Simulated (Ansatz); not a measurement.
**Changing the shape of HNO, singlet**

Computed with Ansatz's Gaussian-basis code (development build). Basis cc-pVDZ, nonrelativistic, 2 orbitals frozen in the corrections; active space CAS(12,9). Restricted Hartree–Fock, then the lowest state-specific CASSCF solution met for each case. Single-reference values can break down or jump between states where bonds are stretched. Unlike active orbitals can shift such differences by tenths of an eV, at times by over 1 eV.

Case A:

```tsv
atom	x (Å)	y (Å)	z (Å)
N	0.0000	0.3932	-0.3555
H	0.0000	1.1982	0.2123
O	0.0000	-0.4938	0.2845
```

Case B:

```xyz
3

N     0.0000    0.4274   -0.3864
H     0.0000    1.3024    0.2308
O     0.0000   -0.5368    0.3092
```

Case C:

```xyz
3

N     0.0000    0.4616   -0.4173
H     0.0000    1.4066    0.2492
O     0.0000   -0.5797    0.3340
```

Energy less that of case A, in eV:

| case | RHF/ROHF | CASSCF |
| --- | --- | --- |
| B | -0.428 | -0.962 |
| C | +0.366 | -0.768 |

**Question.** What does SC-NEVPT2 give for these differences?

**Answer.** B: -0.995 eV (-22.9 kcal/mol); C: -0.812 eV (-18.7 kcal/mol).

**Question.** Which case is lowest, and do the methods agree?

**Answer.** B is lowest in SC-NEVPT2. Of the methods shown, RHF/ROHF, CASSCF agree.
